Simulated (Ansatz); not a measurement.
Two shapes of singlet C3H4.

Shape 1:

```xyz
7

C     0.0000    0.0000   -0.8550
C     0.0000    0.6483    0.4979
C     0.0000   -0.6483    0.4979
H     0.9187    0.0000   -1.4638
H    -0.9187    0.0000   -1.4638
H     0.0000    1.5897    1.0414
H     0.0000   -1.5897    1.0414
```

Shape 2:

```xyz
7

C     0.0000    0.0000   -0.9234
C     0.0000    0.7002    0.5378
C     0.0000   -0.7002    0.5378
H     0.9922    0.0000   -1.5809
H    -0.9922    0.0000   -1.5809
H     0.0000    1.7169    1.1247
H     0.0000   -1.7169    1.1247
```

Basis set: def2-TZVP (spherical functions). Left uncorrelated: 3 orbitals. Charge 0, multiplicity 1.

Computed with Ansatz (development build ahead of 0.2.0); each method stands on the lowest determinant of its kind that the runs found.

Which shape is lower in energy, and by how much in each method?

```json
{"method": "RHF", "E(2) − E(1) (eV)": "1.581"}
{"method": "RHF-MP2", "E(2) − E(1) (eV)": "1.127"}
```

Shape 1 is lower. Caution: no unrestricted run beside it, a lower state can exist.
